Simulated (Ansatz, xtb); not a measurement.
# Two structures of CH5Si2−

Structure a is `C1[SiH-][SiH2]1`, a singlet and structure b is a singlet given by its coordinates. Both are isolated ions in the gas phase, relaxed with PBE0-D3(BJ)/def2-SVPD.

a (Å):

```xyz
8

C     0.3895   -0.6581   -1.2624
Si   -0.8063    0.8817   -0.8063
Si    1.3420    0.4229   -0.0331
H    -1.3722    0.2064    0.4653
H     0.1123   -1.6728   -0.9460
H     0.7541   -0.6549   -2.2989
H     1.7196   -0.3196    1.2253
H     2.6392    0.9676   -0.5865
```

b (Å):

```yaml
atoms:
  - { symbol: C, position_ang: [-0.7375, -0.0794, -0.3115] }
  - { symbol: Si, position_ang: [1.1630, 0.0570, -0.5613] }
  - { symbol: Si, position_ang: [2.4384, -1.5208, -1.3723] }
  - { symbol: H, position_ang: [-1.0301, 0.0428, 0.7455] }
  - { symbol: H, position_ang: [-1.0777, -1.0739, -0.6413] }
  - { symbol: H, position_ang: [-1.2911, 0.6762, -0.8949] }
  - { symbol: H, position_ang: [1.5145, 1.4548, -0.0783] }
  - { symbol: H, position_ang: [3.6608, -0.5849, -1.2060] }
```

Close contacts (Å): C1–Si2 1.92, Si2–Si3 2.18, C1–H4 1.10, C1–H5 1.10, C1–H6 1.10, Si2–H7 1.52, Si3–H8 1.55.

Energies in hartree; the thermal terms are from PBE0-D3(BJ)/def2-SVPD harmonic frequencies (ideal gas, rigid rotor, one conformer each, 1000 K, 1 atm) and include the zero-point energy:

```
                               a           b
E, CCSD(T)/def2-SVPD  −618.815468  −618.817284
    E, MP2/def2-SVPD  −618.749916  −618.748680
  E, MP2/def2-TZVPPD  −619.061166  −619.059880
   zero-point energy     0.048774     0.050863
       H(1000 K) − E     0.087740     0.090074
       G(1000 K) − E    −0.076887    −0.081107
```

Task: Correct the CCSD(T) difference for the basis set by the MP2 change, then work out ΔE, ΔE₀, ΔH and ΔG for a → b in kcal/mol (1 Eh = 627.51 kcal/mol) and the equilibrium ratio [b]/[a].

Result: 1. Differences b − a: CCSD(T) −0.001816, MP2 in the small set +0.001236, MP2 in the large set +0.001286 Eh.
2. ΔE = −0.001816 + (+0.001286 − (+0.001236)) = −0.001766 Eh = −1.11 kcal/mol.
3. ΔE₀ = ΔE + ΔZPE = −0.001766 + (+0.002089) Eh = +0.20 kcal/mol.
4. ΔH = ΔE + (+0.002334) Eh = +0.36 kcal/mol.
5. ΔG = ΔE + (−0.004220) Eh = −3.76 kcal/mol, so ΔS = (ΔH − ΔG)/T = +17.2 J/(mol K).
6. kT = 3.1668 mEh, so K = [b]/[a] = exp(−ΔG/kT) = exp(+1.89) ≈ 6.6.

Structure b is favoured at this temperature. An error of 1 kcal/mol in ΔG would change K by a factor of 1.7. PBE0-D3(BJ)/def2-SVPD, MP2/def2-SVPD gave ΔE the other sign. Mirror images and further conformers aren't counted.

Other levels gave ΔE = +1.0 (PBE0-D3(BJ)/def2-SVPD); +0.5 (HF/def2-SVPD); +0.8 (MP2/def2-SVPD); −1.1 (CCSD(T)/def2-SVPD) kcal/mol. The correlated steps freeze 11 core orbitals. Programs: Ansatz 0.2.0.
